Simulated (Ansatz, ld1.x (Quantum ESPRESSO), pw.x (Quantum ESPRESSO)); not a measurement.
# technetium: does the TM potential hold in the solid?

```json
{
 "Element": "technetium (Tc)",
 "Generator": "ld1.x (Quantum ESPRESSO) 7.5",
 "Type": "norm-conserving Troullier–Martins (Kleinman–Bylander form)",
 "Functional": "PBEsol",
 "Relativity": "scalar-relativistic",
 "Frozen core": "[Kr]",
 "Valence charge": "7",
 "Reference configuration": "4d5 5s1 5p1",
 "Partial waves": "5p (bound): rc 2.75 bohr; 4d (bound): rc 1.50 bohr; 4f channel at -0.1 Ry: rc 2.50 bohr; 5s (bound): rc 2.20 bohr",
 "Local potential": "the s channel",
 "Core correction": "none"
}
```

Crystal test: diamond Tc in pw.x 7.5, no spin, 8³ k-points, Fermi–Dirac smearing 0.01 Ry, cutoffs 75/300 Ry. The reference is all-electron LAPW (Ansatz 0.2.0) with the same functional, mesh and smearing; V0 and B0 come from Birch–Murnaghan fits to the pressures at five volumes. Errors are pseudo minus all-electron; Δ is the rms difference of the E(V) curves that follow from these fits, minima aligned, over ±6 % about the mean V0. Mesh and smearing are coarse, so the numbers serve the comparison and aren't converged zero-temperature values; the lattice is a test structure that the element need not adopt.

```json
{"V (Å³/atom)": "19.515", "P all-electron (GPa)": "9.54", "P pseudo (GPa)": "10.47"}
{"V (Å³/atom)": "20.028", "P all-electron (GPa)": "4.51", "P pseudo (GPa)": "5.72"}
{"V (Å³/atom)": "20.542", "P all-electron (GPa)": "0.10", "P pseudo (GPa)": "1.53"}
{"V (Å³/atom)": "21.056", "P all-electron (GPa)": "-3.77", "P pseudo (GPa)": "-2.17"}
{"V (Å³/atom)": "21.569", "P all-electron (GPa)": "-7.15", "P pseudo (GPa)": "-5.44"}
```

All-electron: a0 = 5.478 Å (V0 = 20.55 Å³/atom), B0 = 164.5 GPa.

Pseudopotential: mean pressure error (GPa): +1.38; a0 (Å): 5.496; a0 error (%): +0.31; B0 error (%): -8.0; Δ (meV/atom): 6.5. The largest radius (2.75 bohr) exceeds half the bond length (2.24 bohr), so the spheres overlap, which is one possible source of error among others.

Question: At the middle volume, how do free energy and pressure move when the wave cutoff is lowered (ecutrho kept at four times it)?

Answer:

```
cutoff (Ry)  shift of F (meV/atom)  shift of P (GPa)
         34                +1686.4            -52.58
         45                 +203.9             -9.45
         60                   +5.3             -0.45
```

The run at the middle volume (29 k-points, 9 iterations) took about 25 s on one core of a shared host (Neoverse-V1, 32 threads, 247 GiB, load 47).
